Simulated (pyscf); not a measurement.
`[NH2][GeH3]` -> `[GeH2]` [singlet] + `[NH3]` (1,1-elimination; singlet surface; Ge–N, Ge–H broken, H–N formed). Optimised with ωB97X-D3(BJ)/def2-SVP in PySCF. Correlated levels are frozen-core, on RHF or UHF. ΔMP2 is the change of the MP2 total energy from the triple- to the quadruple-zeta basis. Energies in eV from the reactant's lowest minimum found.

```tsv
level	barrier	reaction energy
ωB97X-D3(BJ)/def2-TZVP	2.74	+1.83
PBE/def2-TZVP	2.21	+1.60
M06-2X/def2-TZVP	2.67	+1.76
ωB97M-D3(BJ)/def2-TZVP	2.62	+1.58
CCSD/def2-TZVPP	2.82	+1.72
CCSD(T)/def2-TZVPP	2.70	+1.76
CCSD(T)/def2-TZVPP + ΔMP2(QZVPP)	2.66	+1.72
```

On the product side the descent ends in an adduct with a Ge–N contact, 1.19 eV under the separated species and 2.10 eV under the saddle at ωB97X-D3(BJ)/def2-TZVP. What is counted as broken (Ge–N) persists as a longer contact in the product adduct; parting that adduct is a step of its own. One saddle was located; it need not be the lowest between these sides. The CCSD(T) − MP2 part came from Ansatz, without density fitting, on the same reference. The frozen core leaves the outer d or s,p core shells of the metals and heavy elements correlated in the MP2 and CC values, and def2-TZVPP describes them poorly, which can shift differences by a few kcal/mol. Elements up to Kr have no core potential and no relativistic terms here.
